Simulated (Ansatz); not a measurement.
`[SiH3]BCl` → `BCl` + `[SiH2]` at 400 K and 1 bar (silylene loss).

Isolated molecules relaxed with PBE0-D4/def2-TZVP in Ansatz; ΔE leaves out vibrations. CBS: def2 TZ/QZ extrapolation, frozen cores.

```json
{"species": "`[SiH3]BCl`", "CCSD(T)/CBS energy (Eh)": "-776.05809", "H − E (kJ/mol)": "123.7", "S (J/(mol·K))": "335.4"}
{"species": "`BCl`", "CCSD(T)/CBS energy (Eh)": "-485.78748", "H − E (kJ/mol)": "70.2", "S (J/(mol·K))": "247.0"}
{"species": "`[SiH2]`", "CCSD(T)/CBS energy (Eh)": "-290.18696", "H − E (kJ/mol)": "44.2", "S (J/(mol·K))": "218.1"}
```

H − E and S are ideal-gas, rigid-rotor, harmonic terms from PBE0-D4/def2-TZVP. 1 Eh = 2625.50 kJ/mol, R = 8.31446 J/(mol·K).

By hand: ΔE, ΔH, ΔS and ΔG.

ΔE = (-485.78748) + (-290.18696) − (-776.05809) = 0.08365 Eh = 219.6 kJ/mol. Δ(H − E) = 70.2 + 44.2 − 123.7 = -9.3, so ΔH = 210.3 kJ/mol. ΔS = 247.0 + 218.1 − 335.4 = 129.7 J/(mol·K). ΔG = 210.3 − 400 × (129.7)/1000 = 158.4 kJ/mol.

By hand: the equilibrium constant, and the temperature at which ΔG would vanish if ΔH and ΔS stayed fixed.

log₁₀ K = −ΔG/(RT ln 10) = -20.7. ΔG = 0 at ΔH/ΔS = 1621 K.

The number of gas molecules changes by +1, which sets the sign of ΔS. A doubt of 5 kJ/mol in ΔE shifts log₁₀ K by 0.7 here. Modes under 60 cm⁻¹, often nearly free rotors, make the harmonic entropy too high. These are equilibria of isolated gas molecules and say nothing of rates. Largest T1 diagnostic: 0.014 (customary marks: 0.02 for closed shells, 0.045 for open ones).
